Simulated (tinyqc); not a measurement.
Worked calculation: extended Hueckel theory, for LiH. One step of it, computed by the program tinyqc.

Problem. Mulliken analysis. P = C n C^T; charge = valence electrons (H 1, Li 1) minus the sum of (P S)_ii on the atom; overlap population = 2 sum P_ij S_ij between two atoms.

coefficients:
```
              MO1        MO2       MO3        MO4        MO5
1Li 2s   0.120744   0.841421  0.000000   0.000000   0.722239
1Li 2px  0.000000   0.000000  0.704795   0.709411   0.000000
1Li 2py  0.000000   0.000000  0.709411  -0.704795   0.000000
1Li 2pz  0.052425  -0.539064  0.000000   0.000000   1.051930
2H 1s    0.921549  -0.127951  0.000000   0.000000  -0.882308
```

occupations: 2.000000  0.000000  0.000000  0.000000  0.000000

overlap S:
```
           1Li 2s   1Li 2px   1Li 2py   1Li 2pz     2H 1s
1Li 2s   1.000000  0.000000  0.000000  0.000000  0.385396
1Li 2px  0.000000  1.000000  0.000000  0.000000  0.000000
1Li 2py  0.000000  0.000000  1.000000  0.000000  0.000000
1Li 2pz  0.000000  0.000000  0.000000  1.000000  0.493184
2H 1s    0.385396  0.000000  0.000000  0.493184  1.000000
```

Give: charges; Overlap populations.

Solution.

charges: 1Li 0.8319, 2H -0.8319

Overlap populations:

| pair | value |
|---|---|
| 2-1 | 0.266841 |
